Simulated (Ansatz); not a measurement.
Pulling the pair apart

The pair of OH⁻ (SMILES [OH-], atoms 1–2) and CH₆Si (SMILES C[SiH3], atoms 3–10), both closed shells, in one local arrangement (a lower one may exist), relaxed at PBE0-D4/def2-TZVPD:

```xyz
10
angstrom
O -0.2353 -0.3265 -1.9739
H 0.6539 -0.6114 -2.2107
C -0.1344 -0.4274 1.2507
Si -0.0428 0.4651 -0.4502
H -0.9521 -0.0417 1.8702
H 0.8117 -0.3661 1.7992
H -0.3380 -1.4897 1.0639
H -1.5902 0.7343 -0.5085
H 1.5410 0.1187 -0.5971
H 0.2863 1.9448 -0.2437
```

CH₆Si is shifted rigidly along the line between the mean atom positions of the two fragments (negative: closer). Counterpoise interaction energies in kcal/mol. Program: Ansatz 0.2.0. Basis: def2-TZVPPD. Cores are frozen in the correlated methods.

| shift (Å) | PBE0-D4 | r2SCAN-D4 | HF |
| --- | --- | --- | --- |
| -0.17 | -80.82 | -80.28 | -84.42 |
| -0.09 | -87.66 | -87.26 | -90.82 |
| 0.00 | -89.52 | -89.26 | -92.06 |
| 0.09 | -88.16 | -88.06 | -89.97 |
| 0.21 | -83.10 | -83.24 | -83.79 |
| 0.43 | -69.92 | -70.49 | -68.62 |
| 0.86 | -46.20 | -47.42 | -42.77 |
| 1.73 | -20.27 | -22.16 | -17.59 |

What does CCSD(T) give at these shifts? (To be estimated.)

The calculation gives: -75.13, -82.76, -85.21, -84.29, -79.62, -66.75, -43.09, -17.52 kcal/mol. For zero shift, CCSD(T) at an estimated basis limit (MP2 extrapolated from triple and quadruple zeta, plus CCSD(T) − MP2 in triple zeta) gives -88.37 kcal/mol. These are counterpoise interaction energies, counted from the two frozen fragments.

No T1 diagnostic of these runs exceeds 0.022.

For scale, one of the runs: CCSD(T)/def2-TZVPPD, 244 basis functions, launched by `ansatz run in.yaml --threads 4 --pin off --events-out ev --progress --plain --max-ram 9574MiB`. Time: 24 s of wall clock on 4 CPU threads of an Intel Xeon 6975P-C; the host was shared. Peak host memory: 5.3 GiB.
